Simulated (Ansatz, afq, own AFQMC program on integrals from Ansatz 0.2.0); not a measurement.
Integrals from Ansatz 0.2.0, then the random walk in our own AFQMC program (afq).

```yaml
crystal:
  periodic: [false, false, false]
  atoms:
    - {symbol: Ge, position_ang: [0.000000, -0.277253, 1.201033]}
    - {symbol: O, position_ang: [0.000000, 1.374732, 0.694464]}
    - {symbol: S, position_ang: [0.000000, -0.057858, -3.067333]}
basis:
  gaussian: {orbitals: cc-pVDZ}
magnetization: {spin_polarized: false, initial_magnetization: 2}
correlation: {method: ccsd_t, electrons: outside_noble_gas, hamiltonian_folder: ham}
```

```sh
$ ansatz run in.yaml --threads 1 --pin off --events-out ev --progress --plain --max-ram 1382MiB
```

afq runs on the folder ham with

```
--method phaseless --trial hf --walkers 120 --populations 1 --least-time 40 --time-step 0.005 --steps-per-block 20 --equilibration-blocks 160 --max-blocks 600 --target-error 0.00288 --factor-cut 1e-05 --start spin_pure --seed 5660 --taylor-order 6
```

Times are imaginary, in 1/Eh. The walk had a cap of 2050 s. Filled inner d shells are frozen with the cores.

Output of the walk:

```
orbitals 39  electrons 9 7  factors 267 of 652
reference energy -2547.66442197 Eh
CCSD correlation -0.39526186 Eh in 20 cycles, weight of the determinant in the CISD state 0.8087
energy of the start -2547.664422 Eh
 block  time / (1/Eh)  mean weight  energy / Eh
     1     0.100  1.0020  -2547.755948
     2     0.200  1.0027  -2547.817688
     3     0.300  1.0036  -2547.883936
     4     0.400  1.0002  -2547.903534
     5     0.500  1.0031  -2547.953938
     8     0.800  1.0015  -2548.009623
    20     2.000  1.0011  -2548.106018
    77     7.700  0.9981  -2548.079847
   134    13.400  0.9995  -2548.105552
   191    19.100  0.9957  -2548.026710
   248    24.800  0.9988  -2548.107835
   305    30.500  0.9982  -2548.095365
   362    36.200  0.9885  -2548.053079
   419    41.900  1.0020  -2548.055897
   438    43.800  1.0010  -2547.996569
   476    47.600  0.9972  -2548.160291
   533    53.300  0.9986  -2548.051959
   571    57.100  1.0009  -2548.184605
   590    59.000  1.0020  -2548.110519
   647    64.700  1.0028  -2548.169214
   704    70.400  0.9987  -2548.025338
   742    74.200  0.9996  -2548.123784
blocks merged  error / Eh  count
     1  0.002111  600
     2  0.002769  300
     4  0.003746  150
     8  0.004490  75
    16  0.005574  37
    32  0.006487  18
    64  0.008143  9
energy -2548.082062 +/- 0.006487 Eh
(rows thinned)
```

The run passed its tests (sampling time, drift between the halves within three errors, error under three times the target), which doesn't prove that it has relaxed. The second half of the sampling lies below the first by 1.9 errors of their difference, so the energy may still be moving and its error bar be too small.

Against this walk (error 176.5 meV) on the same determinant: CCSD(T) 113.9 meV higher (within the noise), a separate phaseless walk with a CISD trial and standard settings 134.9 ± 180.1 meV higher (within the noise). The error is statistical and leaves out the bias of the constraint. None of these is a sure reference here.

Cautions: constraint bias not in the error; error above the target (176.5 against 78.4 meV); no relativity below Rb; no spin-orbit coupling; inner d shell frozen; lower spins were not checked; higher spins were not checked; a spin-contaminated unrestricted determinant lies lower (UHF 232 meV lower, ⟨S²⟩ 2.59).

The walk took 4.4 min on 1 thread of Intel(R) Xeon(R) 6975P-C (Granite Rapids) (shared host). The log's last line is the phaseless energy.

A walk keeps the symmetry of its determinant, which the program's search chose and which needn't be the lowest solution, so a lower state of the same spin and another symmetry isn't excluded.
